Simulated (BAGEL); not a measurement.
**triplet O3: levels of theory compared**

Wanted: a comparison of 4 runs (ROHF/6-31G*, UHF/6-31G*, ROHF/def2-TZVPP, UHF/def2-TZVPP) of triplet O3. 

Program for the calculation: BAGEL 1.2.2.

8 further runs of the same task are left out: 3 that didn't finish, 5 set aside as unsound or not needed. Runs told in other sessions of the task aren't counted.

## 1. The system as given

The species is O3 (3 atoms), meant as a triplet with charge 0. SMILES of the parent species: `O=[O+][O-]`. Geometry: relaxed at PBE0-D4/def2-TZVP. That shape belongs to the parent species and isn't relaxed for this state.

Bond lengths: O1–O2 1.238 Å, O2–O3 1.238 Å. Angles: O1–O2–O3 118.4°.

## 2. A single-point energy at ROHF/6-31G(d) (density fitting with qzvpp-jkfit, spherical functions) (run 1)

Input file input.json:

```json
{ "bagel": [

{
  "title": "molecule",
  "basis": "6-31gs.json",
  "df_basis": "qzvpp-jkfit",
  "angstrom": true,
  "geometry": [
    { "atom": "O", "xyz": [       0.848700,      -0.535900,       0.409500 ] },
    { "atom": "O", "xyz": [      -0.228900,      -0.317600,      -0.159400 ] },
    { "atom": "O", "xyz": [      -0.619800,       0.853500,      -0.250100 ] }
  ]
},

{ "title": "rohf", "charge": 0, "nopen": 2 },

{ "title": "print", "file": "orbitals.molden", "orbitals": true }

]}
```

The basis set 6-31G* is read from a file made from the Basis Set Exchange's data (not shown).

Command:

```bash
$ BAGEL_NUM_THREADS=1 BAGEL input.json > input.out
```

Log:

```text
* using 1 threads per process

  ===============================================================
  ===============================================================

  *** Geometry ***

  { "atom" : "O", "xyz" : [      1.603811,     -1.012704,      0.773843 ] },
  { "atom" : "O", "xyz" : [     -0.432558,     -0.600177,     -0.301222 ] },
  { "atom" : "O", "xyz" : [     -1.171252,      1.612881,     -0.472621 ] },

  Number of auxiliary basis functions:      231

  Since a DF basis is specified, we compute 2- and 3-index integrals:
    o Being stored without compression. Storage requirement is 0.003 GB

  Number of basis functions:       42
  Number of electrons      :       24

    * METHOD: MOLECULE                             0.06

  *** Open-shell HF ***

  === Nuclear Repulsion ===
    70.6416483284

      * DIIS with orbital gradients will be used.

  === ROHF iteration (6-31gs.json) ===
      0       -224.12921112          0.05478300           0.02
      1       -224.15897343          0.04287000           0.02
      2       -224.16731307          0.04013531           0.02
      3       -224.21039817          0.00162546           0.02
      4       -224.21039207          0.00096647           0.02
      5       -224.21061096          0.00039612           0.02
[... 30 lines of this table left out ...]
     36       -224.21072229          0.00000001           0.02
     37       -224.21072229          0.00000001           0.02
    * SCF iteration converged.

    * S^2 (ROHF) is 2.0000

    * Permanent dipole moment:
           (    0.146848,     0.203700,     0.102255) a.u.

    * METHOD: ROHF                                 0.81

    * METHOD: PRINT                                0.00

  ===============================================================
```

Run time: 1.2 s. Hardware: 1 thread of Intel Xeon Platinum 8259CL at 2.50GHz (Skylake/Cascade Lake), shared host; peak memory 0.08 GiB.

## 3. A single-point energy at UHF/6-31G(d) (density fitting with qzvpp-jkfit, spherical functions) (run 2)

Input file hf.json:

```json
{ "bagel": [

{
  "title": "molecule",
  "basis": "6-31gs.json",
  "df_basis": "qzvpp-jkfit",
  "angstrom": true,
  "geometry": [
    { "atom": "O", "xyz": [    0.848700,   -0.535900,    0.409500 ] },
    { "atom": "O", "xyz": [   -0.228900,   -0.317600,   -0.159400 ] },
    { "atom": "O", "xyz": [   -0.619800,    0.853500,   -0.250100 ] }
  ]
},
{
  "title": "uhf",
  "nopen": 2
},
{
  "title": "print",
  "file": "orbitals.molden",
  "orbitals": true
}

]}
```

The basis set 6-31G* is read from a file made from the Basis Set Exchange's data (not shown).

Command:

```bash
$ BAGEL_NUM_THREADS=1 BAGEL hf.json > hf.out
```

Log:

```text
* using 1 threads per process

  ===============================================================
  ===============================================================

  *** Geometry ***

  { "atom" : "O", "xyz" : [      1.603811,     -1.012704,      0.773843 ] },
  { "atom" : "O", "xyz" : [     -0.432558,     -0.600177,     -0.301222 ] },
  { "atom" : "O", "xyz" : [     -1.171252,      1.612881,     -0.472621 ] },

  Number of auxiliary basis functions:      231

  Since a DF basis is specified, we compute 2- and 3-index integrals:
    o Being stored without compression. Storage requirement is 0.003 GB

  Number of basis functions:       42
  Number of electrons      :       24

    * METHOD: MOLECULE                             0.06

  *** Open-shell HF ***

  === Nuclear Repulsion ===
    70.6416483284

      * DIIS with orbital gradients will be used.

  === UHF iteration (6-31gs.json) ===
      0       -224.12921112          0.05478300           0.02
      1       -224.17962591          0.04196669           0.02
      2       -224.19665508          0.03707045           0.02
      3       -224.23306150          0.00154396           0.02
      4       -224.23427315          0.00073282           0.02
      5       -224.23463058          0.00032905           0.02
[... 23 lines of this table left out ...]
     29       -224.23471002          0.00000001           0.02
     30       -224.23471002          0.00000001           0.02
    * SCF iteration converged.

    * S^2 (UHF) is 2.0652

    * Permanent dipole moment:
           (    0.138245,     0.191759,     0.096264) a.u.

    * METHOD: UHF                                  0.68

    * METHOD: PRINT                                0.00

  ===============================================================
```

Wall time 1.1 s (1 thread of Intel Xeon Platinum 8259CL at 2.50GHz (Skylake/Cascade Lake), shared host); peak memory 0.08 GiB.

Run 3 isn't shown in full; the table further down has it.

## 4. A single-point energy at UHF/def2-TZVPP (density fitting with qzvpp-jkfit) (run 4)

Input file job.json:

```json
{ "bagel" : [

{
  "title" : "molecule",
  "basis" : "tzvpp",
  "df_basis" : "qzvpp-jkfit",
  "angstrom" : true,
  "geometry" : [
    { "atom" : "O", "xyz" : [       0.848700,      -0.535900,       0.409500 ] },
    { "atom" : "O", "xyz" : [      -0.228900,      -0.317600,      -0.159400 ] },
    { "atom" : "O", "xyz" : [      -0.619800,       0.853500,      -0.250100 ] }
  ]
},

{ "title" : "uhf", "nopen" : 2 },

{ "title" : "print", "file" : "orbitals.molden", "orbitals" : true }

]}
```

Command:

```bash
$ BAGEL_NUM_THREADS=1 BAGEL job.json > job.out
```

Log:

```text
* using 1 threads per process

  ===============================================================
  ===============================================================

  *** Geometry ***

  { "atom" : "O", "xyz" : [      1.603811,     -1.012704,      0.773843 ] },
  { "atom" : "O", "xyz" : [     -0.432558,     -0.600177,     -0.301222 ] },
  { "atom" : "O", "xyz" : [     -1.171252,      1.612881,     -0.472621 ] },

  Number of auxiliary basis functions:      231

  Since a DF basis is specified, we compute 2- and 3-index integrals:
    o Being stored without compression. Storage requirement is 0.016 GB

  Number of basis functions:       93
  Number of electrons      :       24

    * METHOD: MOLECULE                             0.13

  *** Open-shell HF ***

  === Nuclear Repulsion ===
    70.6416483284

      * DIIS with orbital gradients will be used.

  === UHF iteration (tzvpp) ===
      0       -224.23351518          0.03182179           0.07
      1       -224.29651924          0.02389062           0.07
      2       -224.31206106          0.02123469           0.07
      3       -224.34204517          0.00105839           0.07
      4       -224.34329575          0.00058315           0.07
      5       -224.34377440          0.00034235           0.07
[... 24 lines of this table left out ...]
     30       -224.34399685          0.00000001           0.05
     31       -224.34399685          0.00000001           0.05
    * SCF iteration converged.

    * S^2 (UHF) is 2.0750

    * Permanent dipole moment:
           (    0.129818,     0.180061,     0.090395) a.u.

    * METHOD: UHF                                  2.31

    * METHOD: PRINT                                0.02

  ===============================================================
```

Run time: 2.9 s. Hardware: 1 thread of Intel Xeon Platinum 8259CL at 2.50GHz (Skylake/Cascade Lake), shared host; peak memory 0.08 GiB.

## 5. The series

```
run                                                                level  energy (Eh)  dipole moment (D)   ⟨S²⟩  wall time
  1  ROHF/6-31G* (density fitting with qzvpp-jkfit, spherical functions)  -224.210722               0.69  2.000      1.2 s
  2   UHF/6-31G* (density fitting with qzvpp-jkfit, spherical functions)  -224.234710               0.65  2.065      1.1 s
  3                   ROHF/def2-TZVPP (density fitting with qzvpp-jkfit)  -224.318138               0.69  2.000      2.5 s
  4                    UHF/def2-TZVPP (density fitting with qzvpp-jkfit)  -224.343997               0.61  2.075      2.9 s
```

## 6. What came out

```
            quantity          value
 run 4: total energy  -224.34400 Eh
run 4: dipole moment         0.61 D
         run 4: ⟨S²⟩          2.075
```

**Reading.** The dipole moment (its size) runs from 0.61 D (UHF/def2-TZVPP) to 0.69 D (ROHF/def2-TZVPP). All runs together took 7.6 s, the longest 2.9 s.
